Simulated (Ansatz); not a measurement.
# BH4O (doublet): the correlation ladder at distance B1–H4 along a hydrogen transfer = 1.657 Å, cc-pVDZ

How much of the correlation energy of BH4O (doublet) does each wave-function method recover here?

Computed with Ansatz 0.2.0, Gaussian basis. Level: cc-pVDZ, core rule «outside noble gas», up to 2 orbitals frozen.

The runs, in order: UHF; CCSD(T) on ROHF; CCSD(T) on UHF; BCCD(T) on ROHF; CISD; CCSDT(Q) on ROHF; CCSDT(Q) on UHF; CASSCF and MRCISD+Q, 3 electrons in 3 orbitals; CASSCF and NEVPT2, 3 electrons in 3 orbitals.

11 further runs of the same task are left out: 4 for a mislabelled method, 6 that didn't finish, 1 set aside as unsound or not needed.

**1. What is computed**

The geometry derives from fragments relaxed apart (PBE0/def2-TZVP) and kept rigid, so it is no stationary point. A hydrogen atom is moved between rigid fragments.

6 atoms, charge 0, spin multiplicity 2.

Atoms are counted from 1 here; the program's logs count them from 0.

Bond lengths: B1–H2 1.193 Å, B1–H3 1.193 Å, H4–O5 1.175 Å, O5–H6 0.973 Å. Angles: H2–B1–H3 120.0°, H4–O5–H6 105.0°.

**2. UHF**

in.yaml reads:

```yaml
crystal:
  periodic: [false, false, false]
  atoms:
    - {symbol: B, position_ang: [-1.585034, 0.030718, 0.000000]}
    - {symbol: H, position_ang: [-2.181767, 1.064290, 0.000000]}
    - {symbol: H, position_ang: [-2.181767, -1.002853, 0.000000]}
    - {symbol: H, position_ang: [0.071966, 0.030718, 0.000000]}
    - {symbol: O, position_ang: [1.246966, 0.030718, 0.000000]}
    - {symbol: H, position_ang: [1.498825, -0.909232, 0.000000]}
basis:
  gaussian: {orbitals: cc-pVDZ}
magnetization: {spin_polarized: true, initial_magnetization: 1}
hamiltonian: {xc: hf}
output: {orbitals: {seedname: orbitals}}
```

Launch:

```sh
$ ansatz run in.yaml --threads 1 --pin off --events-out ev --progress --plain --max-ram 2393MiB
```

The runs that follow: CCSD(T) on ROHF; CCSD(T) on UHF; BCCD(T) on ROHF; CISD; CCSDT(Q) on ROHF; CCSDT(Q) on UHF; CASSCF and MRCISD+Q, 3 electrons in 3 orbitals; CASSCF and NEVPT2, 3 electrons in 3 orbitals.

**Question.** What will the summary of the whole plan be? Wanted: UCCSDT(Q) below the RHF energy; RMP2 from UCCSDT(Q); UMP2 from UCCSDT(Q); RCCSD from UCCSDT(Q); RCCSD(T) from UCCSDT(Q); UCCSD(T) from UCCSDT(Q); RCCSDT(Q) from UCCSDT(Q); NEVPT2 pair from UCCSDT(Q); MRCISD+Q pair from UCCSDT(Q).

**Answer**, as computed:

| quantity | value |
| --- | --- |
| UCCSDT(Q) below the RHF energy | -8.8570 eV |
| RMP2 from UCCSDT(Q) | +990.6 meV |
| UMP2 from UCCSDT(Q) | +1059.5 meV |
| RCCSD from UCCSDT(Q) | +210.5 meV |
| RCCSD(T) from UCCSDT(Q) | +41.0 meV |
| UCCSD(T) from UCCSDT(Q) | +41.2 meV |
| RCCSDT(Q) from UCCSDT(Q) | +0.6 meV |
| NEVPT2 pair from UCCSDT(Q) | +973.9 meV |
| MRCISD+Q pair from UCCSDT(Q) | +108.3 meV |
| levels within 1 kcal/mol (43 meV) | RCCSD(T), UCCSD(T), BCCD(T), RCCSDT, UCCSDT, RCCSDT(Q) |
| T1 diagnostic | 0.023 |

**Reading.** RCCSD(T) misses by +41.0 meV, 0.5 % of the correlation energy. Of the multireference levels listed MRCISD+Q pair comes nearest in total energy (+108.3 meV), which doesn't show that its space is the better one. These misses are within one basis, not against nature; the frozen cores of restricted and unrestricted runs differ, which can shift their rows.
